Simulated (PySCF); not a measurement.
# Highest orbital energy against ionisation energy along the third row

Calculated with PySCF 2.14, no spin-orbit coupling. Each cell gives −ε(HOMO) / ΔSCF in eV; NIST values include spin-orbit coupling, (s) semi-empirical, (t) theoretical.

| species | UHF | LDA | PBE | PBE0 | r2SCAN | NIST (lowest levels) |
| --- | --- | --- | --- | --- | --- | --- |
| Mg (aug-cc-pVQZ with one added diffuse shell each of s, p, d, f, g type, non-relativistic) | 6.886 / 6.606 | 4.775 / 7.722 | 4.700 / 7.614 | 5.427 / 7.542 | 4.812 / 7.371 | 7.646 |
| Al (aug-cc-pV(Q+d)Z with one added diffuse shell each of s, p, d, f, g type, non-relativistic) | 5.944 / 5.608 | 3.011 / 6.030 | 3.093 / 6.077 | 3.908 / 6.097 | 3.349 / 6.181 | 5.986 |
| Si (aug-cc-pV(Q+d)Z with one added diffuse shell each of s, p, d, f, g type, non-relativistic) | 8.200 / 7.637 | 4.572 / 8.232 | 4.607 / 8.198 | 5.629 / 8.219 | 4.912 / 8.323 | 8.152 |
| P (aug-cc-pV(Q+d)Z with one added diffuse shell each of s, p, d, f, g type, non-relativistic) | 10.669 / 9.906 | 6.297 / 10.578 | 6.295 / 10.490 | 7.535 / 10.530 | 6.693 / 10.625 | 10.487 |
| S (aug-cc-pV(Q+d)Z with one added diffuse shell each of s, p, d, f, g type, non-relativistic) | 10.329 / 9.239 | 6.169 / 10.566 | 6.161 / 10.431 | 7.423 / 10.406 | 6.421 / 10.378 | 10.360 |
| Cl (aug-cc-pV(Q+d)Z with one added diffuse shell each of s, p, d, f, g type, non-relativistic) | 13.087 / 11.766 | 8.210 / 13.203 | 8.136 / 12.973 | 9.606 / 12.956 | 8.456 / 12.994 | 12.968 |
| Ar (aug-cc-pV(Q+d)Z with one added diffuse shell each of s, p, d, f, g type, non-relativistic) | 16.084 / 14.549 | 10.407 / 15.991 | 10.290 / 15.705 | 11.983 / 15.715 | 10.730 / 15.754 | 15.760 |

Q: How far is −ε(HOMO) from ΔSCF on average for each method, and why?

A: UHF 0.84 eV; LDA -4.13 eV; PBE -4.03 eV; PBE0 -2.85 eV; r2SCAN -3.75 eV. Hartree-Fock orbital energies lack relaxation and so exceed the ΔSCF value; semilocal functionals have convex E(N) from self-interaction, so their HOMO lies far too high; exact exchange moves hybrids part of the way back.
